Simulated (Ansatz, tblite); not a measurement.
**The cluster Mg2Zn2: rung by rung**

An exercise on one series of results from a longer session: the logs are not shown, and one member is left open.

Program: Ansatz 0.2.0, Gaussian basis. Level of theory: as each input shows. These are calculated values, not measurements.

Plan: GFN1-xTB, GFN2-xTB, PBE/def2-TZVP, r2SCAN/def2-TZVP, HF/def2-TZVP, r2SCAN0/def2-TZVP, B97M-V/def2-TZVP, ωB97M-V/def2-TZVP, HSE06/def2-TZVP, PBE/def2-SVP, PBE0/def2-SVP, HF/STO-3G, HF/6-31G, B3LYP/6-31G, PBE0/def2-TZVPD, PBE/def2-TZVPD, r2SCAN/def2-TZVPD, CCSD(T)/def2-TZVP, RPA/def2-TZVP.

### The structure

The geometry is that of the singlet, from an earlier relaxation (PBE/def2-SVP). At that level it is the lowest of the isomers that a small search found.

4 atoms, charge 0, spin multiplicity 1.

Bond lengths: Mg1–Mg2 3.081 Å, Mg1–Zn3 2.800 Å, Mg1–Zn4 2.800 Å, Mg2–Zn3 2.800 Å, Mg2–Zn4 2.800 Å, Zn3–Zn4 2.593 Å. Angles: Mg2–Mg1–Zn3 56.6°, Mg2–Mg1–Zn4 56.6°, Zn3–Mg1–Zn4 55.2°, Mg1–Mg2–Zn3 56.6°, Mg1–Mg2–Zn4 56.6°, Zn3–Mg2–Zn4 55.2°, Mg1–Zn3–Mg2 66.8°, Mg1–Zn3–Zn4 62.4°, Mg2–Zn3–Zn4 62.4°, Mg1–Zn4–Mg2 66.8°, Mg1–Zn4–Zn3 62.4°, Mg2–Zn4–Zn3 62.4°.

PBE0/def2-TZVP was run before; its log isn't repeated, and its numbers join the tables.

Set-up of the first run:

Tight binding, by tblite at 300 K electronic temperature and without a spin-polarisation term:

```python
tblite.interface.Calculator('GFN1-xTB', numbers, positions, charge=0, uhf=0).singlepoint()
```

Tight binding, by tblite at 300 K electronic temperature and without a spin-polarisation term:

```python
tblite.interface.Calculator('GFN2-xTB', numbers, positions, charge=0, uhf=0).singlepoint()
```

start.molden holds the orbitals of an earlier run on this state, given as this run's starting guess.

Input file in.yaml:

```yaml
crystal:
  periodic: [false, false, false]
  atoms:
    - {symbol: Mg, position_ang: [-1.245451, 0.013049, -1.329786]}
    - {symbol: Mg, position_ang: [1.735960, 0.026549, -0.552736]}
    - {symbol: Zn, position_ang: [-0.257445, 1.276543, 0.965391]}
    - {symbol: Zn, position_ang: [-0.233064, -1.316152, 0.917130]}
basis:
  gaussian: {orbitals: def2-TZVP, initial_orbitals: start.molden}
hamiltonian: {xc: pbe}
scf: {omitted_lower_state_checks: [starts]}
output: {orbitals: {seedname: orbitals}}
```

Started as:

```sh
$ ansatz run in.yaml --threads 2 --pin off --events-out ev --progress --plain --max-ram 4352MiB
```

Among the steps run: PBE/def2-TZVP; r2SCAN/def2-TZVP; HF/def2-TZVP; r2SCAN0/def2-TZVP; B97M-V/def2-TZVP; ωB97M-V/def2-TZVP; HSE06/def2-TZVP; PBE/def2-SVP; PBE0/def2-SVP; HF/STO-3G; HF/6-31G; B3LYP/6-31G; PBE0/def2-TZVPD; PBE/def2-TZVPD; r2SCAN/def2-TZVPD; CCSD(T)/def2-TZVP; RPA/def2-TZVP.

One of the session's tables, all rows but one given; the rest of the session is left out.

| level | HOMO (eV) | gap (eV) |
| --- | --- | --- |
| HF/STO-3G | 0.53 | 5.28 |
| HF/6-31G | -6.32 | 6.54 |
| HF/def2-TZVP | -6.31 | 6.39 |
| PBE/def2-SVP | -4.58 | 2.09 |
| PBE/def2-TZVP | -4.64 | 2.09 |
| PBE/def2-TZVPD | -4.64 | 2.09 |
| r2SCAN/def2-TZVP | -4.74 | 2.21 |
| r2SCAN/def2-TZVPD | -4.73 | 2.21 |
| B97M-V/def2-TZVP | -4.62 | 2.12 |
| B3LYP/6-31G | -5.10 | 3.07 |
| PBE0/def2-SVP | -5.18 | 3.22 |
| PBE0/def2-TZVP | -5.23 | 3.23 |
| PBE0/def2-TZVPD | ? | ? |
| r2SCAN0/def2-TZVP | -5.30 | 3.29 |
| HSE06/def2-TZVP | -4.88 | 2.55 |
| ωB97M-V/def2-TZVP | -6.78 | 6.21 |

Q: Estimate the row for PBE0/def2-TZVPD from the others.

**Answer.** HOMO (eV): -5.23; gap (eV): 3.22.
